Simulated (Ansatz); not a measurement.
Input file:

```yaml
crystal:
  periodic: [false, false, false]
  atoms:
    - {symbol: Hf, position_ang: [-0.014938, 0.000000, 0.000000]}
    - {symbol: H, position_ang: [1.322678, 0.000000, -1.365929]}
    - {symbol: H, position_ang: [1.322678, 0.000000, 1.365929]}
basis:
  gaussian: {orbitals: def2-SVP}
magnetization: {spin_polarized: true, initial_magnetization: 0}
hamiltonian: {xc: {name: PBE}}
correlation: {method: rpa, electrons: outside_noble_gas}
```

```sh
$ ansatz run in.yaml --threads 1 --pin off --events-out ev --progress --plain --max-ram 2393MiB
```

The program prints:

```
430 factors; integrals over basis functions are off by at most 7.8e-4 eV
mean field evaluation 1: about -1332.7477 eV, gradient 1.4e1 eV
mean field evaluation 2: about -1332.7328 eV, gradient 1.4e1 eV
mean field evaluation 4: about -1334.4944 eV, gradient 5.2e0 eV
mean field evaluation 8: about -1334.7370 eV, gradient 1.1e-1 eV
mean field evaluation 16: about -1334.7371 eV, gradient 3.8e-5 eV
mean field evaluation 32: about -1334.9388 eV, gradient 3.9e-2 eV
mean field evaluation 64: about -1332.7477 eV, gradient 1.4e1 eV
mean field evaluation 96: about -1334.4117 eV, gradient 4.0e-6 eV
mean field evaluation 128: about -1334.4092 eV, gradient 3.6e-1 eV
mean field evaluation 160: about -1334.7809 eV, gradient 7.6e-1 eV
mean field evaluation 192: about -1334.9369 eV, gradient 1.5e-1 eV
mean field evaluation 224: about -1334.8431 eV, gradient 5.6e-1 eV
mean field evaluation 256: about -1332.5843 eV, gradient 6.7e0 eV
mean field evaluation 288: about -1334.9293 eV, gradient 7.1e-1 eV
mean field evaluation 320: about -1334.8962 eV, gradient 9.7e-1 eV
mean field evaluation 352: about -1332.3015 eV, gradient 1.5e1 eV
mean field evaluation 384: about -1334.4221 eV, gradient 4.4e-1 eV
mean field -1334.93805437 eV, -49.0580686444 hartree, gradient 1.4e-6 eV, S^2 0.732618; 23 other end points of the search recorded, 0 dependent functions left out
4 core orbitals not correlated: weight in the atoms' cores, before any rotation towards them, 1.000 or more for the frozen orbitals, at most 0.000 for the correlated occupied ones
reference -1319.02632571 eV, -48.4733234015 hartree; 3, 3 occupied and 35, 35 virtual orbitals, 430 factors
Total energy: -1324.14742331 eV, -48.6615202672 hartree
```

Ran on 1 thread of Arm Neoverse V2, shared host: 26 s wall, 0.12 GiB peak host memory.
